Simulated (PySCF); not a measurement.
H2SiO, singlet: data card

Level of theory: PySCF, PBE0, basis Si def2-TZVP, O def2-TZVP, H def2-TZVP (no relativity, density fitting).

The structure is a minimum.

Coordinates in bohr (charge 0 multiplicity 1):
```
Si    0.0000    0.0000   -0.9274
O     0.0000    0.0000    1.9371
H     2.3268    0.0000   -2.4986
H    -2.3268    0.0000   -2.4986
```

```json
{
 "Point group": "C2v",
 "Bond lengths": "Si–H 1.486 Å (×2), Si–O 1.516 Å",
 "Bond angles": "H–Si–H 111.9°, H–Si–O 124.0° (×2)",
 "Lowest empty level": "-2.21 eV",
 "Principal quadrupole moments (Buckingham, traceless) about the centre of mass": "-3.50, 0.06, 3.44 D Å",
 "Dipole moment": "3.69 D",
 "Entropy at 298.15 K and 1 bar": "235.0 J/(mol K)",
 "Rotational symmetry number": "2",
 "Zero-point energy": "48.4 kJ/mol",
 "Atomisation energy without zero-point energy": "1227 kJ/mol",
 "Rotational constants": "5.517, 0.6228, 0.5596 cm⁻¹",
 "Highest occupied level": "-8.28 eV",
 "Principal polarisabilities": "21.2, 28.3, 32.3 bohr³",
 "Enthalpy at 298.15 K above 0 K": "10.65 kJ/mol",
 "Heat capacity Cp at 298.15 K": "42.6 J/(mol K)"
}
```

Harmonic modes (masses in u: Si 27.977, O 15.995, H 1.008):
```csv
symmetry,ω (cm⁻¹),IR (km/mol),μ (u),type
b2,686,65.1,1.27,bend
b1,703,57.3,1.21,bend
a1,1001,42.3,1.05,bend
a1,1247,76.7,12.61,mixed
a1,2222,42.5,1.03,stretch
b2,2237,128,1.06,stretch
```

In C2v the vibrations span 2b2 + b1 + 3a1. Here b1 is antisymmetric to the molecular plane and b2 lies in it.

Charges (e):
```
atom  Mulliken  Löwdin  polar tensor  Mayer order to Si1
 Si1      0.48    0.31          1.09                   –
  O2     -0.48   -0.21         -0.70                2.19
H3,4      0.00   -0.05         -0.19                0.91
```

Mulliken populations on Si1: s 5.20, p 7.85, d 0.42, f 0.04.

Outer orbital energies (eV). occupied: -25.98, -14.73, -11.19, -10.09, -9.15, -8.28; empty: -2.21, -0.11, 1.00, 3.39.

Counting electrons, silicon keeps none of its valence electrons outside its bonds, so the VSEPR class is AX3 and the expected shape is trigonal planar; with unlike ligands the computed point group is C2v.

Only a few start shapes were tried, so a lower isomer may exist.

The final relaxation and frequency run took 24 s on 2 threads of a shared Arm Neoverse N1 host, with 80 basis functions and 11 gradients; the process peaked at 0.94 GiB. Launch command: `OMP_NUM_THREADS=2 python axn.py task.json out`.
